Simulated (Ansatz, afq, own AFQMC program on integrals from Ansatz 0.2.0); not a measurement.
AlBH2⁺, doublet: AFQMC among the cluster methods

```xyz
4

B     0.0000    0.0000    1.7315
Al    0.0000    0.0000   -0.5881
H     0.0000   -1.3671   -1.4148
H     0.0000    1.3671   -1.4148
```

Connectivity, by distances: B–AlH2.

Basis 6-31G. Noble-gas cores (and the filled d shells of Ga–Kr and In–Xe) are frozen. Integrals, coupled cluster, full CI and functionals: Ansatz 0.2.0; the random walks run on the same integrals in our own AFQMC program. ph-AFQMC/CISD is guided by a CISD state made of CCSD amplitudes; releasing the constraint for a short imaginary time cuts its bias at the price of noise, slowly where states lie close. Uncertainties: one standard error, sampling alone.

Determinant: UHF, the one that the program's search chose, which needn't be the lowest solution. The geometry is a PBE0/def2-TZVP stationary point of this or a neighbouring charge and spin state.

Full CI is exact in this basis; its frozen core comes from its own orbitals, which moves totals by up to a few meV.

Cautions: full CI with its own frozen core.

```
T1 diagnostic                               : 0.0244
weight of the determinant in the CISD state : 0.903
⟨S²⟩ of the determinant                     : 0.757
size of the correlated space                : 7 electrons in 20 orbitals
```

```csv
level,correlation energy (eV)
MP2,-1.4850
CCSD,-2.3450
CCSD(T),-2.3818
```

Task: Estimate where AFQMC with the constraint released lies against CCSD(T) on the same integrals.

Result: 1.9 ± 0.3 kJ/mol below CCSD(T).

Reference: full CI, correlation energy -2.404 eV. The released energy is read at 1.50 1/Eh (meV from the phaseless value at times in 1/Eh: -6 ± 4 at 0.24, -9 ± 3 at 0.50, -6 ± 3 at 1.00, -9 ± 4 at 1.50). CCSDTQ lies 0.1 meV above full CI, in part by the other frozen core, which shifts every row alike, so rows that close can't be ranked against it.

```tsv
level	E − E(reference) (kJ/mol)	share of correlation (%)
CCSD(T)	2.1	99.08
CCSDT	0.2	99.92
CCSDT(Q)	0.0	99.98
CCSDTQ	0.0	100.00
ph-AFQMC/CISD	1.1 ± 0.3	99.53
released AFQMC	0.2 ± 0.3	99.92
```

CCSDT and higher add their correlation energy to the determinant of the CCSD(T) run, since their own runs factorise the integrals more tightly (a shift of under 2 meV). A walk keeps the symmetry of its determinant, which the program's search chose and which needn't be the lowest solution, so a lower state of the same spin and another symmetry isn't excluded. Released energies are given only where the last usable release times agree within the noise; a slower fall can still hide under it.
